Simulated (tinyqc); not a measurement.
Worked calculation: geometry optimisation on the RHF/sto-3g surface (energies and gradients from PySCF), for H2F+, spin multiplicity 1. Computed by tinyqc, a small Python program that keeps every step (integrals from PySCF). Settings: charge = 1, multiplicity = 1, basis = sto-3g, optimiser = bfgs, first Hessian = 0.6, largest step = 0.1, iteration cap = 30. Command: `OMP_NUM_THREADS=1 python tinyqc.py 21220 21221 out.jsonl` (the two numbers bound the seeds that draw the settings). One thread of a shared host (Intel(R) Xeon(R) Processor @ 2.60GHz), about 0.6 s of CPU time with the checks.

## Step 1: energy and gradient

positions at the start (bohr):
```
            x          y          z
1F   0.039684   0.039684  -0.034015
2H  -0.045353   1.638393   0.846597
3H   0.062361  -1.606267   1.001555
```

Self-consistent energy and analytic gradient at these positions.

energy = -98.85949435 hartree

gradient (hartree/bohr):
```
              x            y            z
1F  -0.00162349   0.05441952  -0.00808058
2H   0.00044049   0.00008247  -0.01327342
3H   0.00118300  -0.05450200   0.02135400
```

## Step 1: move

Quasi-Newton step p = -H^(-1) g (first H = 0.6 times the unit matrix); steps longer than 0.1 bohr are cut back (factor 0.737 here).

positions after step 1 (bohr):
```
            x          y          z
1F   0.041678  -0.027131  -0.024094
2H  -0.045894   1.638291   0.862894
3H   0.060908  -1.539350   0.975337
```

## Step 2: energy and gradient

As before.

energy = -98.86199505 hartree

gradient (hartree/bohr):
```
              x            y            z
1F   0.00096869  -0.03927149   0.01190543
2H  -0.00129697   0.03194345   0.00555560
3H   0.00032827   0.00732803  -0.01746102
```

## Step 2: move

inverse Hessian in use (bohr^2/hartree):
```
           1          2          3          4          5          6          7          8
1   1.666295   0.014340  -0.003822   0.000389  -0.008894  -0.002377  -0.000018  -0.005446
2   0.014340   1.122469   0.137531  -0.013548   0.298044   0.095164  -0.000792   0.246154
3  -0.003822   0.137531   1.637822   0.002471  -0.044170  -0.027966   0.001351  -0.093361
4   0.000389  -0.013548   0.002471   1.666483   0.002399   0.003000  -0.000205   0.011150
5  -0.008894   0.298044  -0.044170   0.002399   1.667571  -0.072752   0.006496  -0.298948
6  -0.002377   0.095164  -0.027966   0.003000  -0.072752   1.652619  -0.000624  -0.022412
7  -0.000018  -0.000792   0.001351  -0.000205   0.006496  -0.000624   1.666889  -0.005704
8  -0.005446   0.246154  -0.093361   0.011150  -0.298948  -0.022412  -0.005704   1.719461
9   0.006198  -0.232695   0.056811  -0.005471   0.116922   0.042014  -0.000727   0.115773

           9
1   0.006198
2  -0.232695
3   0.056811
4  -0.005471
5   0.116922
6   0.042014
7  -0.000727
8   0.115773
9   1.567842
```

Quasi-Newton step p = -H^(-1) g (the inverse Hessian comes from BFGS updates; coordinates in the order x, y, z of each atom); steps longer than 0.1 bohr are cut back.

positions after step 2 (bohr):
```
            x          y          z
1F   0.041118  -0.000635  -0.034943
2H  -0.044565   1.601900   0.861011
3H   0.060139  -1.529455   0.988069
```

## Step 3: energy and gradient

As before.

energy = -98.86344937 hartree

gradient (hartree/bohr):
```
              x            y            z
1F  -0.00045653   0.00136283   0.01224797
2H   0.00006052   0.00460837  -0.00661204
3H   0.00039601  -0.00597120  -0.00563593
```

## Step 3: move

inverse Hessian in use (bohr^2/hartree):
```
           1          2          3          4          5          6          7          8
1   1.665872   0.025178  -0.002426   0.000900  -0.019973  -0.006142  -0.000105  -0.005206
2   0.025178   1.046197  -0.107494  -0.015839   0.222497   0.242438  -0.009339   0.397972
3  -0.002426  -0.107494   1.851262  -0.010448   0.366186  -0.068637   0.012874  -0.258692
4   0.000900  -0.015839  -0.010448   1.666445  -0.003499   0.010279  -0.000678   0.019338
5  -0.019973   0.222497   0.366186  -0.003499   2.018967  -0.262214   0.023472  -0.574798
6  -0.006142   0.242438  -0.068637   0.010279  -0.262214   1.632073  -0.004136   0.019776
7  -0.000105  -0.009339   0.012874  -0.000678   0.023472  -0.004136   1.667450  -0.014133
8  -0.005206   0.397972  -0.258692   0.019338  -0.574798   0.019776  -0.014133   1.843493
9   0.008568  -0.134945  -0.115959   0.000169  -0.103972   0.103231  -0.008738   0.238917

           9
1   0.008568
2  -0.134945
3  -0.115959
4   0.000169
5  -0.103972
6   0.103231
7  -0.008738
8   0.238917
9   1.679395
```

As before.

positions after step 3 (bohr):
```
            x          y          z
1F   0.041943   0.001465  -0.061816
2H  -0.044315   1.582037   0.874219
3H   0.059065  -1.511693   1.001733
```

## Convergence

Stop when the largest gradient component is below 3e-5 hartree/bohr. The inverse Hessian follows the BFGS update with s = step, y = change of gradient.

Course of the optimisation:
```
step   E (hartree)  largest gradient (hartree/bohr)
1     -98.85949435                         5.45e-02
2     -98.86199505                         3.93e-02
3     -98.86344937                         1.22e-02
4     -98.86392896                         8.02e-03
5     -98.86410052                         2.60e-03
6     -98.86410722                         6.06e-04
7     -98.86410759                         3.56e-05
8     -98.86410759                         1.71e-06
```

Final distances (angstrom):
```
pair   distance
2H-1F  0.973393
3H-1F  0.973394
3H-2H  1.613905
```

Converged in 8 steps.
